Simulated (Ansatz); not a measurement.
# HN2Si: the cost of one run

The runs use Ansatz 0.2.0, Gaussian basis; def2-TZVPP, core rule «outside noble gas», up to 7 orbitals frozen.

The runs, in order: UHF; ROHF; CCSD(T) on UHF.

2 further runs of the same task are left out: 2 set aside as unsound or not needed.

### Step 1. The system

The geometry is a PBE0/def2-TZVP stationary point (not a proven minimum).

4 atoms, charge 0, spin multiplicity 2.

Atoms are counted from 1 here; the program's logs count them from 0.

Bond lengths: N1–Si2 1.573 Å, N1–H4 1.008 Å, Si2–N3 1.633 Å. Angles: Si2–N1–H4 130.0°, N1–Si2–N3 168.7°.

### Step 2. UHF

in.yaml reads:

```yaml
crystal:
  periodic: [false, false, false]
  atoms:
    - {symbol: N, position_ang: [-0.000015, -0.250733, 1.000239]}
    - {symbol: Si, position_ang: [-0.000065, -0.038456, -0.558024]}
    - {symbol: N, position_ang: [0.000006, -0.137998, -2.188354]}
    - {symbol: H, position_ang: [0.000075, 0.427188, 1.746138]}
basis:
  gaussian: {orbitals: def2-TZVPP}
magnetization: {spin_polarized: true, initial_magnetization: 1}
hamiltonian: {xc: hf}
output: {orbitals: {seedname: orbitals}}
```

On the command line:

```bash
ansatz run in.yaml --threads 1 --pin off --events-out ev --progress --plain --max-ram 4096MiB --backend cpu
```

**Question.** How long does this run take on 1 thread of AMD EPYC 7R13, shared host, and how much memory does it need?

About 13 s, with a peak of 0.27 GiB.
